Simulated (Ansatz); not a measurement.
Reaction (SMILES): C (CH4) → [CH3] (CH3) + H atom
B3LYP-D3(BJ)/def2-TZVP geometries, fixed; electronic energies without zero-point terms.

Basis-set convergence of the bond dissociation energy at r2SCAN with Ansatz (an electronic-structure program). Cartesian d functions, on some or all atoms, in 6-31G*, 6-31+G*; all else is spherical. The program fits the integrals of some runs and decomposes those of others, by size. Open shells are unrestricted. No added dispersion term, no relativity. Functions are those of the species that has most. Reference: the value in aug-pcseg-3, 107.86 kcal/mol, itself unsure by roughly 0.03 kcal/mol (its mean distance from aug-cc-pVQZ, def2-QZVPPD, pcseg-3). Deviations are taken from unrounded values.

| basis | functions | bond dissociation energy (kcal/mol) |
|---|---|---|
| 6-31G* | 23 | 108.87 |
| 6-31+G* | 27 | 107.85 |
| cc-pVDZ | 34 | 107.55 |
| aug-cc-pVDZ | 59 | 106.78 |
| def2-SVP | 34 | 108.07 |
| def2-SVPD | 52 | 107.76 |
| pcseg-1 | 34 | 108.04 |
| aug-pcseg-1 | 59 | 107.77 |
| 6-311G** | 42 | 108.34 |
| 6-311+G** | 46 | 107.83 |
| def2-TZVP | 55 | 107.58 |
| def2-TZVPD | 73 | 107.58 |
| cc-pVTZ | 86 | 108.07 |
| aug-cc-pVTZ | 138 | 107.76 |
| pcseg-2 | 86 | 107.89 |
| aug-pcseg-2 | 138 | 107.85 |
| def2-TZVPP | 87 | 107.90 |
| def2-TZVPPD | 105 | 107.87 |
| cc-pVQZ | 175 | 107.91 |
| aug-cc-pVQZ | 264 | 107.80 |
| def2-QZVPP | 177 | 107.83 |
| def2-QZVPPD | 195 | 107.83 |
| pcseg-3 | 192 | 107.87 |
| aug-pcseg-3 | 281 | 107.86 |

What the diffuse functions change, pair by pair:
- 6-31G* to 6-31+G*: 4 more functions, deviation 1.01 to -0.01 kcal/mol
- cc-pVDZ to aug-cc-pVDZ: 25 more functions, deviation -0.31 to -1.08 kcal/mol
- def2-SVP to def2-SVPD: 18 more functions, deviation 0.21 to -0.10 kcal/mol
- pcseg-1 to aug-pcseg-1: 25 more functions, deviation 0.18 to -0.08 kcal/mol
- 6-311G** to 6-311+G**: 4 more functions, deviation 0.48 to -0.03 kcal/mol
- def2-TZVP to def2-TZVPD: 18 more functions, deviation -0.28 to -0.28 kcal/mol
- cc-pVTZ to aug-cc-pVTZ: 52 more functions, deviation 0.22 to -0.09 kcal/mol
- pcseg-2 to aug-pcseg-2: 52 more functions, deviation 0.03 to -0.01 kcal/mol
- def2-TZVPP to def2-TZVPPD: 18 more functions, deviation 0.04 to 0.02 kcal/mol
- cc-pVQZ to aug-cc-pVQZ: 89 more functions, deviation 0.05 to -0.06 kcal/mol
- def2-QZVPP to def2-QZVPPD: 18 more functions, deviation -0.03 to -0.03 kcal/mol
- pcseg-3 to aug-pcseg-3: 89 more functions, deviation 0.01 to 0.00 kcal/mol

Leaving out the reference's own pair, they bring the value nearer the reference by more than 0.03 kcal/mol in 5 of 11 pairs.
